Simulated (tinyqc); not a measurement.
Worked calculation: RHF in the sto-3g basis, for H3O+, spin multiplicity 1. One step of it, computed by the program tinyqc.

Problem. Iteration 2: DIIS coefficients. Solve [B -1; -1 0][c; lambda] = [0; -1] for the coefficients, which sum to one.

B (overlaps of the stored error matrices):
```
                1               2
1   3.6626148e+00  -2.1762463e+00
2  -2.1762463e+00   1.6245957e+00
```

Give: DIIS coefficients.

Solution.

DIIS coefficients: 0.3943  0.6057
